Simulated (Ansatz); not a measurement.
`CC(F)C(F)F` → `F[C]F` + `CCF` at 700 K and 1 bar (formal loss of a carbene).

Gas-phase electronic energies from Ansatz, PBE0-D4/def2-TZVP geometries. CBS: MP2 limit from def2 TZ/QZ plus the TZ coupled-cluster correction, frozen cores. This one scheme is used for every species. Each species was taken in one conformer, which may not be the lowest.

```tsv
species	CCSD(T)/CBS energy (Eh)	H − E (kJ/mol)	S (J/(mol·K))
`CC(F)C(F)F`	-416.54034	288.0	441.7
`F[C]F`	-237.54028	47.1	278.6
`CCF`	-178.90141	224.7	331.8
```

H − E and S are ideal-gas, rigid-rotor, harmonic terms from PBE0-D4/def2-TZVP, for one conformer and one mirror image of each species. 1 Eh = 2625.50 kJ/mol, R = 8.31446 J/(mol·K).

Question: By hand: ΔE, ΔH, ΔS and ΔG.

Answer: ΔE = (-237.54028) + (-178.90141) − (-416.54034) = 0.09865 Eh = 259.0 kJ/mol. Δ(H − E) = 47.1 + 224.7 − 288.0 = -16.2, so ΔH = 242.8 kJ/mol. ΔS = 278.6 + 331.8 − 441.7 = 168.7 J/(mol·K). ΔG = 242.8 − 700 × (168.7)/1000 = 124.7 kJ/mol.

Question: By hand: the equilibrium constant, and the temperature at which ΔG would vanish if ΔH and ΔS stayed fixed.

Answer: log₁₀ K = −ΔG/(RT ln 10) = -9.3. ΔG = 0 at ΔH/ΔS = 1439 K.

The number of gas molecules changes by +1, which sets the sign of ΔS. A doubt of 5 kJ/mol in ΔE shifts log₁₀ K by 0.4 here. Other conformers and mirror images would add mixing entropy, several J/(mol·K) or more a flexible species. These are equilibria of isolated gas molecules and say nothing of rates. Largest T1 diagnostic: 0.017 (customary marks: 0.02 for closed shells, 0.045 for open ones).
